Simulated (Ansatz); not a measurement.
One change: `CC=C=O` becomes `CC(Cl)=C=O`.

Ansatz, PBE0-D4/def2-TZVP geometries, multiplicity 1. 

```json
{"property": "HOMO energy (PBE0/def2-TZVPP) / eV", "`CC=C=O`": "-6.59"}
{"property": "HOMO–LUMO gap (ωB97M-V/def2-TZVPP) / eV", "`CC=C=O`": "10.25"}
{"property": "LUMO energy (PBE/def2-TZVPP) / eV", "`CC=C=O`": "-1.93"}
{"property": "LUMO energy (B3LYP/def2-TZVPP) / eV", "`CC=C=O`": "-1.08"}
{"property": "ideal-gas entropy at 298 K and 1 bar (rigid rotor, harmonic PBE0-D4/def2-TZVP) / J/(mol·K)", "`CC=C=O`": "285"}
{"property": "LUMO energy (PBE0/def2-TZVPP) / eV", "`CC=C=O`": "-0.79"}
```

Question: Give the same properties after the change, and the shifts. (Best estimate.)

Answer: Computed: 
```csv
property,`CC(Cl)=C=O`,shift
HOMO energy (PBE0/def2-TZVPP) / eV,-6.57,0.02
HOMO–LUMO gap (ωB97M-V/def2-TZVPP) / eV,9.34,-0.91
LUMO energy (PBE/def2-TZVPP) / eV,-2.82,-0.89
LUMO energy (B3LYP/def2-TZVPP) / eV,-1.96,-0.88
"ideal-gas entropy at 298 K and 1 bar (rigid rotor, harmonic PBE0-D4/def2-TZVP) / J/(mol·K)",316,31
LUMO energy (PBE0/def2-TZVPP) / eV,-1.72,-0.93
```

B3LYP here is the variant with VWN-RPA as its local correlation; programs differ in this.
